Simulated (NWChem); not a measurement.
**Total energies of Li**

```
Li
```
Charge 0, spin multiplicity 2.

All runs are NWChem calculations.

Basis set: cc-pVTZ (30 functions).

```tsv
method	total energy (Ha)
UHF	-7.43270
UMP2	-7.44389
UB2PLYP	-7.47254
UPBE	-7.46095
UB3LYP	-7.49202
ULC-wPBE (omega 0.3 per bohr)	-7.46609
```

Total energies of different functionals aren't comparable as a measure of quality: only differences taken within one method are. 

The correlated methods freeze no orbitals. B3LYP has NWChem's definition, with VWN1-RPA local correlation. No SCF solution was tested for a lower state. Open-shell Hartree-Fock references start from PBE0 orbitals.
